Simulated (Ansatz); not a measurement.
# SiF2: ionisation energy by level of theory

One table from this session's results is given with a row withheld; the runs are named, their logs left out.

Program: Ansatz 0.2.0, Gaussian basis. Level of theory: unrestricted cation, the program's frozen cores in correlated methods. These are calculated values, not measurements.

Plan: UKS PBE-D4/def2-TZVPP; UKS r2SCAN-D4/def2-TZVPP; UKS PBE0-D4/def2-TZVPP; UKS B3LYP-D4/def2-TZVPP; UKS wB97X-V/def2-TZVPP; UKS wB97M-V/def2-TZVPP; UKS B2PLYP/def2-TZVPP; UHF-CCSD(T)/def2-TZVPP; UHF-MP2/def2-QZVPP; extrapolation to the limit; then −ε(HOMO) from the neutral's earlier runs with LDA (SPW92), PBE-D4, revPBE-D4, BLYP-D4, r2SCAN-D4, B97M-V, PBE0-D4, B3LYP-D4, r2SCANh-D4, r2SCAN0-D4, HSE06-D4, BHLYP-D4, CAM-B3LYP-D4, LC-ωPBE, ωB97X-V, ωB97M-V.

## The relaxed structure

The geometry comes from an earlier relaxation with PBE0-D4 in a triple-zeta def2 set; it is a stationary point.

SMILES `F[Si]F`, 3 atoms, charge 0, spin multiplicity 1.

Atoms are counted from 1 here; the program's logs count them from 0.

Bond lengths: F1–Si2 1.601 Å, Si2–F3 1.601 Å. Angles: F1–Si2–F3 100.6°.

Set-up of the first run:

File in.yaml:

```yaml
crystal:
  periodic: [false, false, false]
  atoms:
    - {symbol: F, position_ang: [0.166332, 1.246764, 0.229357]}
    - {symbol: Si, position_ang: [-0.594911, -0.046399, -0.330074]}
    - {symbol: F, position_ang: [0.428580, -1.200354, 0.100717]}
basis:
  gaussian: {orbitals: def2-TZVPP}
total_charge: 1
magnetization: {spin_polarized: true, initial_magnetization: 1}
hamiltonian: {xc: pbe, dispersion: d4}
```

Among the steps run: Cation, UKS PBE-D4/def2-TZVPP; Cation, UKS r2SCAN-D4/def2-TZVPP; Cation, UKS PBE0-D4/def2-TZVPP; Cation, UKS B3LYP-D4/def2-TZVPP; Cation, UKS wB97X-V/def2-TZVPP; Cation, UKS wB97M-V/def2-TZVPP; Cation, UKS B2PLYP (frozen core)/def2-TZVPP; Cation, UHF-CCSD(T)/def2-TZVPP; Cation, UHF-MP2/def2-QZVPP.

One table of the session follows, with a row left open; its other results are not shown here.

Orbital estimates, from the neutral's runs:

```
  functional  −ε(HOMO) (eV)
 LDA (SPW92)           7.23
      PBE-D4           7.08
   revPBE-D4           7.02
     BLYP-D4           6.98
   r2SCAN-D4           7.31
      B97M-V           7.38
     PBE0-D4           8.30
    B3LYP-D4           8.13
  r2SCANh-D4              ?
  r2SCAN0-D4           8.45
    HSE06-D4           7.89
    BHLYP-D4           9.43
CAM-B3LYP-D4           9.69
     LC-ωPBE          10.98
     ωB97X-V          10.64
     ωB97M-V          10.49
```

**Question.** Estimate the row for r2SCANh-D4.

Worked estimate for «−ε(HOMO) (eV)». Against the share of exact exchange, r2SCAN-D4 (0, 7.31), r2SCAN0-D4 (0.25, 8.45) give a slope of 4.56 per unit share; at 0.1 the line stands at 7.77.

As computed: −ε(HOMO) (eV): 7.77. In «−ε(HOMO) (eV)» the line misses by 0.00.
